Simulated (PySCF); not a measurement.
# CH5ClSi

CH5ClSi is a small molecule, neutral, singlet. The structure, one conformer, was relaxed in the gas phase by PBE0-D3(BJ)/def2-SVP. No frequency run checks that it is a minimum.

SMILES: [SiH3]CCl

```tsv
atom	x (Å)	y (Å)	z (Å)
C1	-0.404	0.636	0.498
Si2	0.613	-0.545	-0.578
Cl3	-2.150	0.365	0.204
H4	-0.182	1.688	0.267
H5	-0.212	0.477	1.569
H6	0.263	-1.952	-0.232
H7	2.068	-0.312	-0.320
H8	0.313	-0.285	-2.015
```

Shieldings: GIAO PBE0/pcSseg-2. Shifts are against computed references at the same level: C TMS (σ 184.1 ppm), H TMS (σ 31.24 ppm), Si TMS (σ 341.3 ppm). Core levels by delta-SCF with SCAN, pcX-2 on the ionised atom and pcseg-1 elsewhere, spin-free X2C (2p3/2 is the spin-free 2p value less a third of a first-order spin-orbit splitting); from the vacuum level, for chosen atoms.

**Question.** Give the shieldings and core levels atom by atom.

**Answer.** 
| atoms | bonded to | σ (ppm) | δ (ppm) | core level (eV) |
| --- | --- | --- | --- | --- |
| C1 | 1 Cl + 1 Si + 2 H | 156.3 | 27.8 | 1s 292.01 |
| Si2 | 1 C + 3 H | 405.0 | -63.7 | 2p3/2 107.15 |
| Cl3 | 1 C | 897.8 | - | 2p3/2 206.08 |
| H4 H5 | 1 C | 28.29 | 2.96 | - |
| H6 H7 H8 | 1 Si | 27.19 | 4.05 | - |

Values are those of this one static structure, with the three H of a rotating XH3 group averaged; atoms that internal rotation interchanges would show their mean in an NMR spectrum.

**Question.** By CAM-B3LYP/def2-SVPD (TDDFT singlets, Tamm-Dancoff triplets, ionisation by delta-SCF), where does absorption start, and what does vertical ionisation take?

**Answer.** The lowest singlet lies at 6.79 eV (f 0.020), the strongest of the first 6 at 8.46 eV (f 0.029), the lowest triplet at 6.09 eV; vertical ionisation takes 10.68 eV.
